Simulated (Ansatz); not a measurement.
Compare A (`CCC#CF`) with its isomer B (`CC#CCF`).

Calculated with Ansatz (gas phase, PBE0-D4/def2-TZVP geometries, no zero-point term in ΔE). CCSD(T)/CBS adds triple-zeta CCSD(T) − MP2 to the extrapolated MP2 energy (def2 sets, frozen cores). DFT in def2-TZVPP. B3LYP here is the variant with VWN-RPA as its local correlation; programs differ in this.

A:

```xyz
10

C    -1.1651   -0.0971    0.6542
C    -0.1846   -0.5592   -0.4192
C     1.0402    0.2299   -0.4464
C     2.0345    0.8927   -0.4472
F     3.1005    1.5954   -0.4556
H    -0.7165   -0.1689    1.6464
H    -1.4574    0.9416    0.4917
H    -2.0658   -0.7144    0.6384
H     0.0745   -1.6107   -0.2585
H    -0.6604   -0.5093   -1.4038
```

B:

```xyz
10

C     0.339    1.959   -0.545
C     0.122    0.578   -0.165
C    -0.068   -0.566    0.151
C    -0.281   -1.949    0.530
F    -1.597   -2.182    0.888
H     1.030    2.453    0.142
H    -0.604    2.511   -0.528
H     0.751    2.029   -1.555
H     0.348   -2.215    1.385
H    -0.040   -2.618   -0.302
```

Question: Which isomer does CCSD(T)/CBS put lower? Give the gap. (Estimate.)

Answer: The calculation gave: B, by 16.4 kcal/mol.

Question: Give E(B) − E(A) in kcal/mol with LDA (SPW92), BLYP-D4, ωB97M-V, B2PLYP, CCSD(T)/def2-TZVPP, B3LYP, r2SCAN-D4. (Best estimate.)

Answer: The calculation gave: LDA (SPW92) -13.9, BLYP-D4 -16.8, ωB97M-V -15.9, B2PLYP -17.0, CCSD(T)/def2-TZVPP -16.2, B3LYP -17.2, r2SCAN-D4 -16.6. None reverses the order clearly.

Question: Does the order hold for the free energy at 298.15 K (harmonic terms from PBE0-D4)? (Estimate.)

Answer: The calculation gave: Yes: G(B) − G(A) = -18.0 kcal/mol. Modes under 60 cm⁻¹, often nearly free rotors, make the harmonic entropy too high.

Largest T1 diagnostic: 0.011.

In def2-TZVPP, CCSD(T) changes the Hartree–Fock value by +2.0 kcal/mol (the triples alone add +0.1 kcal/mol) and MP2 by +1.8 kcal/mol. Leaving LDA and LC-ωPBE aside and taking each functional with its dispersion term where it has one, the values, not all of them listed here, spread over 1.9 kcal/mol, from BHLYP-D4 to revPBE-D4. LDA lies +1.7 kcal/mol from PBE without D4.
